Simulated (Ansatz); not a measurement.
Wavefunction ladder for `CC1OCCCO1`

```
atom   x (Å)   y (Å)   z (Å)
  C1   1.190   0.492  -1.491
  C2   1.075   0.706   0.009
  O3   1.190  -0.491   0.736
  C4   0.056  -1.330   0.637
  C5  -1.194  -0.579   1.051
  C6  -1.275   0.702   0.245
  O7  -0.072   1.435   0.365
  H8   0.382  -0.116  -1.899
  H9   1.175   1.459  -1.996
 H10   2.135  -0.007  -1.713
 H11   1.911   1.320   0.351
 H12  -0.053  -1.718  -0.386
 H13   0.255  -2.180   1.291
 H14  -2.084  -1.194   0.887
 H15  -1.136  -0.336   2.115
 H16  -2.065   1.361   0.608
 H17  -1.491   0.477  -0.809
```

The species carries charge 0 and has multiplicity 1. Geometry: relaxed with PBE0-D4/def2-TZVP. It is a higher conformer; a search finds a lower one. Frozen core, restricted reference, Ansatz 0.2.0. CBS rows extrapolate triple and quadruple zeta; past MP2 they add the triple-zeta difference.

```csv
basis,HF (Eh),MP2 corr.
def2-SVP,-344.61272,-1.06141
def2-TZVPP,-345.00820,-1.32188
def2-QZVPP,-345.02408,-1.41351
```

(1) Estimate the CCSD correlation energy and the (T) correction in each basis where they were run (hartree).

Answers

(1) 
```csv
basis,CCSD corr.,(T)
def2-SVP,-1.12946,-0.03325
def2-TZVPP,-1.37139,-0.05537
CBS(def2),-1.53089,as TZ
```
